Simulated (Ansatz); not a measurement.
Results of PBE (PAW; Ansatz, a program for electronic structure) for Cs2AgBiBr6 (Fm-3m, No. 225).

Numerical settings: plane-wave cutoff 520 eV, 6×6×6 k mesh, Fermi–Dirac smearing 0.01 eV, no spin polarisation, scalar-relativistic PAW data made under PBE.

Cell (measured lattice):

```cif
data_Ag4Bi4Br24Cs8
_chemical_formula_sum 'Bi4 Ag4 Cs8 Br24'
_space_group_name_H-M_alt 'Fm-3m'
_space_group_IT_number 225
_space_group_name_Hall '-F 4 2 3'
_cell_length_a 11.23220
_cell_length_b 11.23220
_cell_length_c 11.23220
_cell_angle_alpha 90.000
_cell_angle_beta 90.000
_cell_angle_gamma 90.000
loop_
_atom_site_label
_atom_site_type_symbol
_atom_site_symmetry_multiplicity
_atom_site_Wyckoff_symbol
_atom_site_fract_x
_atom_site_fract_y
_atom_site_fract_z
_atom_site_occupancy
Bi1 Bi 4 a 0.00000 0.00000 0.00000 1
Ag1 Ag 4 b 0.50000 0.50000 0.50000 1
Cs1 Cs 8 c 0.25000 0.25000 0.25000 1
Br1 Br 24 e 0.00000 0.00000 0.25055 1
```
(The calculation used a cell of 10 atoms; values per cell refer to that cell.)

Task: Predict the band gap, smallest direct gap on the k points sampled and direct gap at Γ.

Result: 
- band gap: 1.26 eV
- smallest direct gap on the k points sampled: 2.40 eV
- direct gap at Γ: 3.01 eV

Note: cell and atoms aren't relaxed at this level (largest force component 0.29 eV/Å, pressure 1.9 GPa).

Spin–orbit coupling is not included; with these elements it can move the gap by several tenths of an eV or more.

Static lattice: no zero-point or thermal effects.

Computing time: very roughly 110 core-seconds.
